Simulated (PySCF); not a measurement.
B3LYP has the VWN-RPA correlation part, as in Gaussian. 

```xyz
9

C     -1.1525    -0.1450    -0.1360
O      0.1025    -0.6675    -0.4695
C      1.1654     0.0611     0.0770
H     -1.3243    -0.1395     0.9610
H     -1.9200    -0.7777    -0.6060
H     -1.2820     0.8955    -0.5012
H      1.1747     1.1140    -0.2755
H      2.1039    -0.4199    -0.2364
H      1.1324     0.0789     1.1867
```

Charge 0, multiplicity 1.

**Question.** Give the Mulliken and meta-Löwdin atomic charges from B3LYP-D3(BJ)/def2-TZVP // B3LYP-D3(BJ)/def2-SVP in PySCF.

**Answer.** 
| atom | Mulliken (e) | meta-Löwdin (e) |
|---|---|---|
| C1 | -0.15 | -0.10 |
| O2 | -0.31 | -0.38 |
| C3 | -0.15 | -0.10 |
| H4 | 0.09 | 0.09 |
| H5 | 0.12 | 0.12 |
| H6 | 0.09 | 0.09 |
| H7 | 0.09 | 0.09 |
| H8 | 0.12 | 0.12 |
| H9 | 0.09 | 0.09 |
